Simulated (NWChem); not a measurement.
Species: CH$_{5}$N anion, doublet; SMILES of the neutral closed-shell parent NC

```xyz
7

C      0.0000     0.6932    -0.0231
N      0.0003    -0.7718    -0.1219
H     -0.8886     1.1038    -0.5327
H      0.8907     1.1038    -0.5288
H     -0.0023     1.0761     1.0212
H     -0.8187    -1.1199     0.3950
H      0.8178    -1.1197     0.3974
```
Atoms are numbered in this order, from 1.

Program: NWChem. Pople sets run with spherical d functions. Spin-unrestricted. Sets without diffuse functions describe the anion's extra electron poorly. Geometry: optimised at B3LYP/def2-SVPD, spin-unrestricted. The spin multiplicity was typed, not searched, and may not be the lowest. No stability test was run on the SCF state. The highest occupied level is positive in some or all of these runs, so the extra electron may be held by the finite basis. Atomic charges in e: unrestrained fits to the electrostatic potential beside Mulliken populations; buried atoms are poorly determined by the fit.

For level B3LYP/def2-SVP:

ESP C1: 1.13
Mulliken C1: 0.47
Mulliken N2: -0.11

Problem. Estimate the same quantities for level UHF/6-31G*.

Solution. 
| Property | Result |
|---|---|
| ESP C1 | 0.66 |
| Mulliken C1 | -0.21 |
| Mulliken N2 | -0.56 |
